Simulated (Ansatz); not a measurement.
Input file:

```yaml
crystal:
  periodic: [false, false, false]
  atoms:
    - {symbol: Al, position_ang: [0.000000, 0.000000, -2.138905]}
    - {symbol: Al, position_ang: [0.000000, 0.000000, 2.393918]}
    - {symbol: H, position_ang: [0.000000, 2.526170, -3.413211]}
    - {symbol: H, position_ang: [0.000000, -2.526170, -3.413211]}
basis:
  gaussian: {orbitals: 6-31G}
magnetization: {spin_polarized: false, initial_magnetization: 3}
correlation: {active_space: {ras: {orbitals: [2, 3, 15], electrons: 7, max_holes: 2, max_particles: 2}, fixed_orbitals: true}}
accuracy: high
output: {forces: true}
```

```sh
$ ansatz run in.yaml --threads 1 --pin off --events-out ev --progress --plain --max-ram 2393MiB
```

Problem. One thing in this input was set wrong on purpose, beside settings that are merely unusual. What is the gravest fault, and what does the program do?

Solution. Multiplicity of wrong parity. How the run ends: refused.
```
Error: a molecule whose nuclei and cores have a total charge of 28 cannot have a net charge of 0 together with 3 unpaired electrons
```
